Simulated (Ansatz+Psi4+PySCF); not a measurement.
## singlet Na2 in separate pieces: levels of theory in one basis

```xyz
2

Na    0.0000    0.0000    1.5763
Na    0.0000    0.0000   -7.8813
```

Basis set: cc-pCVTZ (spherical functions). Correlated methods keep 2 orbitals frozen. Charge 0, multiplicity 1.

Computed with Ansatz (development build ahead of 0.2.0); each method stands on the lowest determinant of its kind that the runs found.

| method | E − E(RHF) (eV) | <S²> of the determinant |
| --- | --- | --- |
| RHF | 0.00 | 0.00 |
| UHF | -1.92 | 1.00 |
| UHF-MP2 | -16.37 | 1.00 |
| RHF-CCSD | -16.42 | – |
| UHF-CCSD | -16.60 | 1.00 |
| RHF-CCSD(T) | -16.89 | – |
| UHF-CCSD(T) | -16.77 | 1.00 |

**Question.** What does RHF-MP2 give on the same scale?

**Answer.** -15.75 eV.

**Question.** Is a single determinant a sound starting point here?

**Answer.** It is doubtful. Unrestricted orbitals lower Hartree–Fock by 1.92 eV and <S²> is 1.00 where a pure state has 0.00, a sign of strong static correlation.

Caution for RHF, RHF-MP2, RHF-CCSD, RHF-CCSD(T): an unrestricted determinant lies well below. Caution for UHF, UHF-MP2, UHF-CCSD, UHF-CCSD(T): the unrestricted determinant is a mixture of spin states; the determinant breaks the point group. Caution for RHF-MP2: large amplitudes, a single reference is doubtful. Caution for RHF-CCSD, RHF-CCSD(T): very large amplitudes, the method is breaking down. Caution for RHF-CCSD, UHF-CCSD, RHF-CCSD(T), UHF-CCSD(T): the program doubts this total.
